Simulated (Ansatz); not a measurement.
in.yaml

```yaml
crystal:
  periodic: [false, false, false]
  atoms:
    - {symbol: Al, position_ang: [0.000000, 0.000000, 0.000000]}
    - {symbol: Al, position_ang: [0.000000, 0.000000, 3.031047]}
basis:
  gaussian: {orbitals: cc-pVDZ}
total_charge: 1
magnetization: {spin_polarized: false, initial_magnetization: 1}
correlation: {method: ccsdt_q, electrons: outside_noble_gas}
```

```sh
$ ansatz run in.yaml --threads 1 --pin off --events-out ev --progress --plain --max-ram 2176MiB
```

Output:

```
657 factors; integrals over basis functions are off by at most 1.1e-7 eV
mean field evaluation 1: about -13158.6495 eV, gradient 2.6e0 eV
mean field evaluation 2: about -13158.6770 eV, gradient 2.6e0 eV
mean field evaluation 4: about -13158.7499 eV, gradient 1.7e-1 eV
mean field evaluation 8: about -13158.7511 eV, gradient 1.1e-6 eV
mean field evaluation 16: about -13158.7498 eV, gradient 2.4e-1 eV
mean field evaluation 32: about -13158.4439 eV, gradient 8.3e-1 eV
mean field evaluation 64: about -13158.5038 eV, gradient 1.4e0 eV
mean field evaluation 96: about -13158.1074 eV, gradient 4.3e-2 eV
mean field evaluation 128: about -13158.1071 eV, gradient 1.4e-1 eV
mean field evaluation 160: about -13158.7364 eV, gradient 1.0e0 eV
mean field evaluation 192: about -13156.2622 eV, gradient 1.5e-3 eV
mean field -13158.75108965 eV, -483.5751832229 hartree, gradient 6.6e-6 eV, S^2 0.750000; 12 other end points of the search recorded, 0 dependent functions left out
mean field evaluation 224: about -13158.7729 eV, gradient 1.4e0 eV
mean field evaluation 256: about -13158.1677 eV, gradient 4.3e-3 eV
determinant -13158.75108965 eV, -483.5751832229 hartree, with singles and doubles -13161.38137095 eV, -483.6718442778 hartree
determinant -13158.10747134 eV, -483.5515306862 hartree, with singles and doubles -13160.77538591 eV, -483.6495747384 hartree
determinant -13156.26221592 eV, -483.4837188002 hartree, with singles and doubles -13159.18533753 eV, -483.5911415382 hartree
10 core orbitals not correlated: weight in the atoms' cores, before any rotation towards them, 1.000 or more for the frozen orbitals, at most 0.000 for the correlated occupied ones
reference -13158.75108965 eV, -483.5751832229 hartree; 3, 2 occupied and 23, 24 virtual orbitals, 657 factors
second order -1.75438004 eV of doubles, -0.08849477 eV of singles
cycle   1  -2.35056454 eV  change   -5.0e-1 eV  update   8.6e-2
cycle   2  -2.68409054 eV  change   -3.3e-1 eV  update   4.0e-2
cycle   3  -2.70353809 eV  change   -1.9e-2 eV  update   9.1e-3
cycle   4  -2.71146632 eV  change   -7.9e-3 eV  update   3.8e-3
cycle   5  -2.71074699 eV  change    7.2e-4 eV  update   1.4e-3
cycle   6  -2.71005466 eV  change    6.9e-4 eV  update   4.7e-4
cycle   7  -2.71037141 eV  change   -3.2e-4 eV  update   2.1e-4
cycle   8  -2.71051381 eV  change   -1.4e-4 eV  update   8.0e-5
cycle   9  -2.71045131 eV  change    6.3e-5 eV  update   3.1e-5
cycle  10  -2.71045397 eV  change   -2.7e-6 eV  update   1.6e-5
cycle  11  -2.71045221 eV  change    1.8e-6 eV  update   7.3e-6
cycle  12  -2.71045404 eV  change   -1.8e-6 eV  update   2.5e-6
cycle  13  -2.71045366 eV  change    3.8e-7 eV  update   1.0e-6
cycle  14  -2.71045294 eV  change    7.3e-7 eV  update   4.5e-7
cycle  15  -2.71045287 eV  change    6.5e-8 eV  update   1.9e-7
perturbative correction -0.00206382 eV, -0.0000758438 hartree
Total energy: -13161.46360634 eV, -483.6748663726 hartree
```

For the same geometry and basis full CI lies 0.7 meV lower.

Ran on 1 thread of Arm Neoverse V1, shared host: 3.5 s wall, 0.11 GiB peak host memory.
